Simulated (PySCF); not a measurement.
Species: C3H3F.
Z-matrix (Å and degrees, GFN2-xTB geometry), rows numbered from 1:
```
F 
C   1  1.3165
C   2  1.2923  1  150.07
C   2  1.4836  1  143.58  3  -179.97
H   3  1.0603  2  151.86  4   179.97
H   4  1.0846  2  119.85  3   105.35
H   4  1.0846  2  119.85  3  -105.40
```

PySCF, density fitting, gas phase, GFN2-xTB geometry. The standard run uses grid level 2 after a coarse-grid start, the def2-universal JK fitting basis (with tight functions added where the orbital basis needs them), an energy threshold of 1e-9 Eh and DIIS. The changed runs have no coarse-grid stage.

Problem. Standard PBE0/pcSseg-1: E = -215.592653 Eh, HOMO -7.318 eV, LUMO 0.491 eV, dipole 1.087 D, 14 cycles (coarse-grid cycles included). What changes at PBE0/pcSseg-1 with: energy threshold 1e-07 Eh?

Solution. E = -215.592653 Eh (0.000 mEh), HOMO -7.318 eV (0.000), LUMO 0.491 eV (0.000), dipole 1.087 D (0.000), 8 SCF cycles. The result matches the standard run within 0.02 mEh and 0.003 eV; such settings steer the iterations and don't enter the energy expression.

The cycles:
```
cycle   1  E = -215.5600580016  dE =  6.846e-01  |g| = 4.136e-01  |ddm| = 2.362e+00
cycle   2  E = -215.5387956847  dE =  2.126e-02  |g| = 5.311e-01  |ddm| = 5.804e-01
cycle   3  E = -215.5906170980  dE = -5.182e-02  |g| = 8.925e-02  |ddm| = 3.548e-01
cycle   4  E = -215.5923799082  dE = -1.763e-03  |g| = 3.644e-02  |ddm| = 9.791e-02
cycle   5  E = -215.5926365666  dE = -2.567e-04  |g| = 9.019e-03  |ddm| = 2.819e-02
cycle   6  E = -215.5926510748  dE = -1.451e-05  |g| = 2.729e-03  |ddm| = 9.414e-03
cycle   7  E = -215.5926526636  dE = -1.589e-06  |g| = 5.897e-04  |ddm| = 2.205e-03
cycle   8  E = -215.5926527447  dE = -8.110e-08  |g| = 8.654e-05  |ddm| = 5.818e-04
```
